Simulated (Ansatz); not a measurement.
in.yaml

```yaml
crystal:
  periodic: [false, false, false]
  atoms:
    - {symbol: C, position_ang: [-1.936330, 0.000000, 0.000000]}
    - {symbol: H, position_ang: [-2.299535, 1.027301, 0.000000]}
    - {symbol: H, position_ang: [-2.299536, -0.513650, 0.889668]}
    - {symbol: H, position_ang: [-2.299535, -0.513650, -0.889669]}
    - {symbol: H, position_ang: [-0.793330, 0.000000, 0.000000]}
    - {symbol: Cl, position_ang: [0.874670, 0.000000, 0.000000]}
basis:
  gaussian: {orbitals: cc-pVDZ}
magnetization: {spin_polarized: false, initial_magnetization: 1}
correlation: {method: ccsd_t, electrons: outside_noble_gas}
output: {forces: true}
```

```sh
$ ansatz run in.yaml --threads 1 --pin off --events-out ev --progress --plain --max-ram 4096MiB --backend cpu
```

The program prints:

```
498 factors; integrals over basis functions are off by at most 1.6e-3 eV
mean field evaluation 1: about -13594.6413 eV, gradient 1.5e1 eV
mean field evaluation 2: about -13594.6737 eV, gradient 1.5e1 eV
mean field evaluation 4: about -13595.7234 eV, gradient 1.8e0 eV
mean field evaluation 8: about -13595.7875 eV, gradient 4.1e-1 eV
mean field evaluation 16: about -13595.5456 eV, gradient 4.1e0 eV
mean field evaluation 32: about -13594.9603 eV, gradient 6.7e-1 eV
mean field evaluation 64: about -13594.8872 eV, gradient 8.6e-3 eV
mean field evaluation 96: about -13594.8876 eV, gradient 8.4e-2 eV
mean field evaluation 128: about -13595.7850 eV, gradient 5.3e-1 eV
mean field -13595.78928775 eV, -499.6360407680 hartree, gradient 9.5e-6 eV, S^2 0.750000; 10 other end points of the search recorded, 0 dependent functions left out
mean field evaluation 160: about -13595.9755 eV, gradient 2.2e-4 eV
mean field evaluation 192: about -13594.9990 eV, gradient 6.0e-2 eV
determinant -13595.78928775 eV, -499.6360407680 hartree, with singles and doubles -13604.76437636 eV, -499.9658691906 hartree
determinant -13594.88766043 eV, -499.6029065751 hartree, with singles and doubles -13603.72378150 eV, -499.9276280350 hartree
6 core orbitals not correlated: weight in the atoms' cores, before any rotation towards them, 1.000 or more for the frozen orbitals, at most 0.000 for the correlated occupied ones
reference -13595.78928775 eV, -499.6360407680 hartree; 8, 7 occupied and 38, 39 virtual orbitals, 498 factors
second order -7.85878462 eV of doubles, -0.10304228 eV of singles
cycle   1  -8.97492084 eV  change    1.7e-4 eV  update   3.9e-4
cycle   2  -8.97488639 eV  change    3.4e-5 eV  update   2.3e-4
cycle   3  -8.97477869 eV  change    1.1e-4 eV  update   7.6e-5
cycle   4  -8.97478547 eV  change   -6.8e-6 eV  update   3.7e-5
cycle   5  -8.97483906 eV  change   -5.4e-5 eV  update   8.5e-6
cycle   6  -8.97485197 eV  change   -1.3e-5 eV  update   3.2e-6
cycle   7  -8.97484984 eV  change    2.1e-6 eV  update   7.5e-7
cycle   8  -8.97484939 eV  change    4.5e-7 eV  update   2.3e-7
perturbative correction -0.17828258 eV, -0.0065517639 hartree
the calculation of the forces begins
Total energy: -13604.94241972 eV, -499.9724121636 hartree
Atom 0 at    -1.936330     0.000000     0.000000 Å, force    -0.660865     0.000013    -0.000000 eV/Å
Atom 1 at    -2.299535     1.027301     0.000000 Å, force     0.075257     0.540753     0.000000 eV/Å
Atom 2 at    -2.299536    -0.513650     0.889668 Å, force     0.075254    -0.270382     0.468314 eV/Å
Atom 3 at    -2.299535    -0.513650    -0.889669 Å, force     0.075254    -0.270382    -0.468314 eV/Å
Atom 4 at    -0.793330     0.000000     0.000000 Å, force    -0.611710    -0.000001    -0.000000 eV/Å
Atom 5 at     0.874670     0.000000     0.000000 Å, force     1.046809     0.000000     0.000000 eV/Å
Dipole moment:    -0.307073     0.000000    -0.000000 e Å
```

Forces (eV/Å):
```
C   -0.661  0.000  0.000
H    0.075  0.541  0.000
H    0.075 -0.270  0.468
H    0.075 -0.270 -0.468
H   -0.612  0.000  0.000
Cl   1.047  0.000  0.000
```

For the same geometry and basis UCCSDT(Q) lies 29.6 meV lower.

Ran on 1 thread of AMD EPYC 7R13, shared host: 8.5 s wall, 0.23 GiB peak host memory.
